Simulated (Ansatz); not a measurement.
A run of Ansatz (development build ahead of 0.2.0) on triplet B₂ at this shape:

```xyz
2

B    -0.0263    0.0304   -0.7572
B     0.0341   -0.0266    0.7617
```

Its results:

```json
{"Converged": "yes", "Total energy": "-49.15322 hartree", "Spin squared of the determinant": "2.923"}
```

(1) Which input gives this output? Name the method, the orbitals and the basis set, and write the input.

## Answers

(1) UHF in def2-TZVP.

```yaml
crystal:
  periodic: [false, false, false]
  atoms:
    - { symbol: B, position_ang: [-0.02634, 0.03043, -0.75719] }
    - { symbol: B, position_ang: [0.03407, -0.02658, 0.76171] }
basis:
  gaussian: { orbitals: def2-TZVP }
magnetization:
  spin_polarized: true
  initial_magnetization: 2
hamiltonian:
  xc: hf
```

Caution: the unrestricted determinant is a mixture of spin states.
